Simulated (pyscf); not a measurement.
# Four-centre exchange: germylene (GeH₂) [singlet] + hydrogen fluoride (HF) -> F–GeH: [singlet] + hydrogen (H₂)

Gas phase, singlet surface, charge 0. Bonds broken: Ge1–H2, F4–H5. Bonds formed: Ge1–F4, H2–H5. Single points on ωB97X-D3(BJ)/def2-SVP structures (PySCF, gas phase).

Transition state (Å):

```xyz
5

Ge    -0.1158    -0.2288     0.0342
H     -1.5004    -0.0857     1.1836
H     -0.2752    -1.8049     0.1379
F     -1.8920    -0.0747    -0.9163
H     -1.9630    -0.0774     0.2952
```

One imaginary mode, 1159i cm⁻¹; descent along it reached the two sides named, in the forms told below.

```json
[
 {"bond": "Ge1–H2", "change": "breaks", "reactant side (Å)": "1.599", "saddle": "1.805", "product side": "2.6"},
 {"bond": "F4–H5", "change": "breaks", "reactant side (Å)": "0.930", "saddle": "1.214", "product side": "2.7"},
 {"bond": "Ge1–F4", "change": "forms", "reactant side (Å)": "2.358", "saddle": "2.020", "product side": "1.762"},
 {"bond": "H2–H5", "change": "forms", "reactant side (Å)": "2.484", "saddle": "1.002", "product side": "0.762"}
]
```

Electronic energies relative to the separated reactants (kcal/mol):

```json
[
 {"level": "ωB97X-D3(BJ)/def2-TZVP", "barrier": "2.3", "reaction energy": "-23.4", "reverse barrier": "25.8"},
 {"level": "PBE/def2-TZVP", "barrier": "-4.6", "reaction energy": "-24.2", "reverse barrier": "19.6"},
 {"level": "r²SCAN/def2-TZVP", "barrier": "-3.4", "reaction energy": "-24.9", "reverse barrier": "21.6"},
 {"level": "B3LYP-D3(BJ)/def2-TZVP", "barrier": "1.0", "reaction energy": "-24.2", "reverse barrier": "25.2"},
 {"level": "PBE0-D3(BJ)/def2-TZVP", "barrier": "0.1", "reaction energy": "-21.4", "reverse barrier": "21.5"},
 {"level": "M06-2X/def2-TZVP", "barrier": "3.0", "reaction energy": "-25.2", "reverse barrier": "28.2"},
 {"level": "ωB97M-D3(BJ)/def2-TZVP", "barrier": "2.9", "reaction energy": "-22.6", "reverse barrier": "25.5"},
 {"level": "HF/def2-TZVP", "barrier": "20.1", "reaction energy": "-19.5", "reverse barrier": "39.5"}
]
```

With ωB97M-D3(BJ)/def2-TZVP energies and thermal terms (ideal gas, 1 atm, RRHO with modes under 100 cm⁻¹ raised to 100, one conformer, R ln 2 for chiral ones without a mode under 150 cm⁻¹), in kcal/mol:

```csv
T (K),ΔH‡,ΔG‡,ΔH,ΔG
298,2.3,11.3,-24.3,-23.5
600,1.6,20.7,-23.8,-22.8
900,1.7,30.2,-23.5,-22.4
1200,2.1,39.7,-23.2,-22.1
```

On the reactant side the descent ends in a complex, 7.9 kcal/mol under the separated species and 10.3 kcal/mol under the saddle at ωB97X-D3(BJ)/def2-TZVP. At PBE, r²SCAN the saddle lies under the separated reactants, which points to a path from their complex (located at ωB97X-D3(BJ) alone). At the saddle there is also a short Ge–H contact that neither side keeps. One saddle was located; it need not be the lowest between these sides. Elements up to Kr have no core potential and no relativistic terms here.
